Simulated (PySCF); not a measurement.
C6H10.
SMILES: `C1C[C@@H]2C[C@@H]2C1`

The closed-shell ground state was solved at several levels (PySCF, density fitting, gas phase, non-relativistic). Geometry: GFN2-xTB, one conformer, isolated molecule.

```tsv
level	basis functions	HOMO (eV)	LUMO (eV)	gap (eV)	dipole (D)
PBE0/pcSseg-1	152	-7.65	1.50	9.15	0.20
B3LYP/pcJ-1	262	-7.41	1.22	8.63	0.20
```

Question: Estimate the row for CAM-B3LYP/def2-SVPD, a basis of 200 functions; the other rows only guide the guess.

Answer: HOMO -9.02 eV, LUMO 1.50 eV, gap 10.52 eV, dipole 0.18 D.

Question: Over all these levels, which gives the widest orbital gap and which the narrowest?

Answer: CAM-B3LYP/def2-SVPD (range-separated hybrid) has the widest, 10.52 eV, and B3LYP/pcJ-1 (global hybrid, 20 % exact exchange) the narrowest, 8.63 eV. Functional and basis both differ between the two, so the spread mixes both effects.

Question: How far do the dipole and the HOMO energy spread over the levels?

Answer: The dipole runs from 0.18 to 0.20 D (mean 0.19 D) and the HOMO from -9.02 to -7.41 eV.
